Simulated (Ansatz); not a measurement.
The input, for Ansatz 0.2.0:

```yaml
crystal:
  periodic: [false, false, false]
  atoms:
    - {symbol: Si, position_ang: [-0.218963, 0.000000, 0.171229]}
    - {symbol: B, position_ang: [0.157781, 0.000000, -1.832212]}
    - {symbol: H, position_ang: [0.061183, 0.000000, 1.660983]}
basis:
  gaussian: {orbitals: 6-31G}
magnetization: {spin_polarized: true, initial_magnetization: 0}
correlation: {method: ccsdtq, electrons: outside_noble_gas}
```

```sh
$ ansatz run in.yaml --threads 1 --pin off --events-out ev --progress --plain --max-ram 2393MiB
```

Log:

```
501 factors; integrals over basis functions are off by at most 1.3e-7 eV
mean field evaluation 1: about -8540.9165 eV, gradient 5.8e0 eV
mean field evaluation 2: about -8540.9179 eV, gradient 5.8e0 eV
mean field evaluation 4: about -8541.4542 eV, gradient 1.0e0 eV
mean field evaluation 8: about -8541.5112 eV, gradient 2.8e-2 eV
mean field evaluation 16: about -8541.6535 eV, gradient 8.8e-1 eV
mean field evaluation 32: about -8542.7001 eV, gradient 7.4e-2 eV
mean field evaluation 64: about -8542.8324 eV, gradient 1.3e-1 eV
mean field evaluation 96: about -8542.8355 eV, gradient 4.9e-3 eV
mean field evaluation 128: about -8542.7435 eV, gradient 1.6e0 eV
mean field evaluation 160: about -8542.8307 eV, gradient 2.2e-1 eV
...
mean field -8542.83551998 eV, -313.9434148172 hartree, gradient 4.3e-8 eV, S^2 1.744395; 27 other end points of the search recorded, 0 dependent functions left out
determinant -8542.83551998 eV, -313.9434148172 hartree, with singles and doubles -8545.43799822 eV, -314.0390541287 hartree
determinant -8542.78789997 eV, -313.9416648143 hartree, with singles and doubles -8545.30123248 eV, -314.0340280803 hartree
determinant -8542.70056355 eV, -313.9384552600 hartree, with singles and doubles -8545.69644507 eV, -314.0485518753 hartree
determinant -8542.70053518 eV, -313.9384542173 hartree, with singles and doubles -8545.69665713 eV, -314.0485596684 hartree
determinant -8542.70011717 eV, -313.9384388558 hartree, with singles and doubles -8545.69586541 eV, -314.0485305731 hartree
determinant -8542.69991519 eV, -313.9384314332 hartree, with singles and doubles -8545.69769868 eV, -314.0485979445 hartree
determinant -8542.36753495 eV, -313.9262166849 hartree, with singles and doubles -8545.66090719 eV, -314.0472458823 hartree
determinant -8542.36194743 eV, -313.9260113470 hartree, with singles and doubles -8545.67844156 eV, -314.0478902586 hartree
determinant -8542.03043303 eV, -313.9138284177 hartree, with singles and doubles -8545.10828912 eV, -314.0269375426 hartree
determinant -8541.64758951 eV, -313.8997591778 hartree, with singles and doubles -8544.94541709 eV, -314.0209521060 hartree
determinant -8541.64053755 eV, -313.8995000230 hartree, with singles and doubles -8544.94960271 eV, -314.0211059246 hartree
determinant -8541.54590056 eV, -313.8960221777 hartree, with singles and doubles -8545.23596092 eV, -314.0316293948 hartree
determinant -8541.51124262 eV, -313.8947485221 hartree, with singles and doubles -8545.23962268 eV, -314.0317639622 hartree
determinant -8541.39143568 eV, -313.8903456984 hartree, with singles and doubles -8544.79133470 eV, -314.0152896827 hartree
determinant -8540.32684518 eV, -313.8512227188 hartree, with singles and doubles -8542.73275183 eV, -313.9396381575 hartree
determinant -8542.83551998 eV, -313.9434148172 hartree, with singles and doubles -8545.59944813 eV, -314.0449873035 hartree
determinant -8542.78789997 eV, -313.9416648143 hartree, with singles and doubles -8545.35898533 eV, -314.0361504585 hartree
determinant -8542.70056355 eV, -313.9384552600 hartree, with singles and doubles -8545.73861141 eV, -314.0501014598 hartree
determinant -8542.70053518 eV, -313.9384542173 hartree, with singles and doubles -8545.73683496 eV, -314.0500361761 hartree
determinant -8542.70011717 eV, -313.9384388558 hartree, with singles and doubles -8545.74586484 eV, -314.0503680182 hartree
determinant -8542.69991519 eV, -313.9384314332 hartree, with singles and doubles -8545.73036871 eV, -314.0497985460 hartree
determinant -8542.36753495 eV, -313.9262166849 hartree, with singles and doubles -8545.70960374 eV, -314.0490354475 hartree
determinant -8542.36194743 eV, -313.9260113470 hartree, with singles and doubles -8545.72004290 eV, -314.0494190796 hartree
determinant -8541.54590056 eV, -313.8960221777 hartree, with singles and doubles -8545.34822077 eV, -314.0357548681 hartree
determinant -8541.51124262 eV, -313.8947485221 hartree, with singles and doubles -8545.26066535 eV, -314.0325372658 hartree
6 core orbitals not correlated: weight in the atoms' cores, before any rotation towards them, 1.000 or more for the frozen orbitals, at most 0.000 for the correlated occupied ones
reference -8542.70011717 eV, -313.9384388558 hartree; 4, 4 occupied and 14, 14 virtual orbitals, 501 factors
second order -1.83925831 eV of doubles, -0.00000000 eV of singles
...
cycle  42  -3.51707227 eV  change   -1.6e-6 eV  update   3.9e-6
cycle  43  -3.51707474 eV  change   -2.5e-6 eV  update   3.2e-6
cycle  44  -3.51707057 eV  change    4.2e-6 eV  update   2.6e-6
cycle  45  -3.51706915 eV  change    1.4e-6 eV  update   2.0e-6
cycle  46  -3.51706453 eV  change    4.6e-6 eV  update   1.8e-6
cycle  47  -3.51705939 eV  change    5.1e-6 eV  update   1.4e-6
cycle  48  -3.51705736 eV  change    2.0e-6 eV  update   9.0e-7
cycle  49  -3.51705643 eV  change    9.3e-7 eV  update   7.2e-7
cycle  50  -3.51705662 eV  change   -1.9e-7 eV  update   5.5e-7
cycle  51  -3.51705680 eV  change   -1.8e-7 eV  update   3.4e-7
WARN: in the space of 8 natural orbitals, full CI finds another state of this spin 0.097 eV below this run's state, or below the method's energy where it doesn't find this run's state
WARN: the results are in doubt because among natural orbitals full CI differs from the method by +0.715 eV
Total energy: -8546.21717396 eV, -314.0676883091 hartree
In doubt: among natural orbitals full CI differs from the method by +0.715 eV
```

The determinant lies 0.14 eV above the lowest one of its kind in the log. Its ⟨S²⟩ is 1.37 against 0.00 for a pure state. The T1 diagnostic is 0.092. The program found a lower state of this spin, so this energy isn't the lowest state's.

Ran on 1 thread of Arm Neoverse V1, shared host: 53 s wall, 0.21 GiB peak host memory.
